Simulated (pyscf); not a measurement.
## Four-centre exchange: borane (BH₃) + hydrogen fluoride (HF) → borane (BH₃) + hydrogen fluoride (HF)

Gas phase, singlet surface, charge 0. Bonds broken: B1–H6, H2–F5. Bonds formed: B1–H2, F5–H6. PySCF, gas phase, ωB97X-D3(BJ)/def2-SVP geometries. Correlated levels are frozen-core, on RHF or UHF. ΔMP2 is the change of the MP2 total energy from the triple- to the quadruple-zeta basis.

Transition state (Å):

```xyz
6

B     -1.5051    -0.6551    -0.2170
H     -0.3387     0.1515     0.1377
H     -1.2075    -1.7168     0.2664
H     -2.5554    -0.5411    -0.7942
F      0.1210     1.3885    -0.0144
H     -0.9574     0.6933    -0.3584
```

One imaginary mode, 2498i cm⁻¹; descent along it reached the two sides named, in the forms told below.

| bond | change | reactant side (Å) | saddle | product side |
|---|---|---|---|---|
| B1–H6 | breaks | 1.215 | 1.462 | 2.299 |
| H2–F5 | breaks | 0.930 | 1.328 | 2.362 |
| B1–H2 | forms | 2.278 | 1.462 | 1.216 |
| F5–H6 | forms | 2.346 | 1.328 | 0.930 |

Electronic energies relative to the separated reactants (kcal/mol):

```json
[
 {"level": "ωB97X-D3(BJ)/def2-TZVP", "barrier": "66.6", "reaction energy": "0.0", "reverse barrier": "66.6"},
 {"level": "PBE/def2-TZVP", "barrier": "54.3", "reaction energy": "0.0", "reverse barrier": "54.3"},
 {"level": "r²SCAN/def2-TZVP", "barrier": "60.4", "reaction energy": "0.0", "reverse barrier": "60.4"},
 {"level": "B3LYP-D3(BJ)/def2-TZVP", "barrier": "64.0", "reaction energy": "0.0", "reverse barrier": "64.0"},
 {"level": "PBE0-D3(BJ)/def2-TZVP", "barrier": "62.1", "reaction energy": "0.0", "reverse barrier": "62.1"},
 {"level": "M06-2X/def2-TZVP", "barrier": "70.0", "reaction energy": "0.0", "reverse barrier": "70.0"},
 {"level": "ωB97M-D3(BJ)/def2-TZVP", "barrier": "66.5", "reaction energy": "0.0", "reverse barrier": "66.5"},
 {"level": "HF/def2-TZVP", "barrier": "90.5", "reaction energy": "0.0", "reverse barrier": "90.5"},
 {"level": "MP2/def2-QZVPP", "barrier": "69.0", "reaction energy": "0.0", "reverse barrier": "69.0"},
 {"level": "CCSD/def2-TZVPP", "barrier": "75.1", "reaction energy": "0.0", "reverse barrier": "75.1"},
 {"level": "CCSD(T)/def2-TZVPP", "barrier": "71.7", "reaction energy": "0.0", "reverse barrier": "71.7"},
 {"level": "CCSD(T)/def2-TZVPP + ΔMP2(QZVPP)", "barrier": "70.5", "reaction energy": "0.0", "reverse barrier": "70.5"}
]
```

With CCSD(T)/def2-TZVPP + ΔMP2(QZVPP) energies and thermal terms (ideal gas, 1 atm, RRHO with modes under 100 cm⁻¹ raised to 100, one conformer, R ln 2 for rigid chiral ones), in kcal/mol:

```tsv
T (K)	ΔH‡	ΔG‡	ΔH	ΔG
298	67.9	76.0	0.0	0.0
600	67.9	84.3	0.0	0.0
900	68.4	92.5	0.0	0.0
1200	68.9	100.4	0.0	0.0
```

On the reactant side the descent ends in a complex (not fully relaxed), 4.2 kcal/mol under the separated species and 70.8 kcal/mol under the saddle at ωB97X-D3(BJ)/def2-TZVP. On the product side the descent ends in a complex (not fully relaxed), 4.2 kcal/mol under the separated species and 70.9 kcal/mol under the saddle at ωB97X-D3(BJ)/def2-TZVP. The same reactants have a lower exit, to H₂B–F + H₂ (barrier +6.9 kcal/mol at ωB97M-D3(BJ), against +66.5 kcal/mol here). One saddle was located; it need not be the lowest between these sides. The CCSD(T) − MP2 part came from Ansatz, without density fitting, on the same reference.
